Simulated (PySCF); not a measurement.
# Gas-phase XPS of `C=C[C@H]1CN1`, computed

Species: C4H7N.
SMILES with atom numbers: `[CH2:1]=[CH:2][C@H:3]1[CH2:4][NH:5]1`

Level of theory: delta-SCF UKS SCAN, pcX-2 on the ionised atom, pcseg-1 elsewhere, spin-free X2C (PySCF 2.14.0). Vertical ΔSCF values, vacuum level as zero.

Task: List the computed XPS lines with their assignment.

Result: 
| atom(s) | environment | level | binding energy (eV) | above the level's lowest (eV) | count |
| --- | --- | --- | --- | --- | --- |
| C1 | terminal =CH2 carbon | C 1s | 290.24 | 0.00 | 1 |
| C2 | alkene CH carbon | C 1s | 290.79 | +0.55 | 1 |
| C3 | sp3 carbon bound to nitrogen | C 1s | 291.61 | +1.37 | 1 |
| C4 | sp3 carbon bound to nitrogen | C 1s | 291.38 | +1.14 | 1 |
| N5 | secondary amine nitrogen | N 1s | 405.07 | 0.00 | 1 |

Lowest listed C 1s: C1, bonded to C (double bond) and 2 H. Highest, 1.37 eV above it: C3, bonded to N, 2 C and H. Summing the Pauling electronegativity differences to the bonded atoms, each weighted by its formal bond order, gives -0.70 for the lowest site and +0.14 for the highest; no listed site has a larger sum than the highest.

Task: Which effective nuclear charge Zeff reproduces each element's mean 1s value in the hydrogen-like formula E = 13.606 eV × Zeff²?

Result: C (Z = 6): mean 291.0 eV, Zeff = 4.62, Z − Zeff = 1.38; N (Z = 7): mean 405.1 eV, Zeff = 5.46, Z − Zeff = 1.54. Means run over the listed sites, weighted by atom count.

Task: What is the C 1s shift of C3 against C4?

Result: 291.61 − 291.38 = +0.23 eV, or +22 kJ/mol.

Geometry: PBE0-D3(BJ)/def2-SVP, one conformer, isolated molecule.

The run took 44 s of wall time on Arm Neoverse V1, one thread, no GPU (shared host).

Shape of the structure used: `[CH2:1]=[CH:2][C@H:3]1[CH2:4][NH:5]1`: C1–C2–C3–C4 -74°.
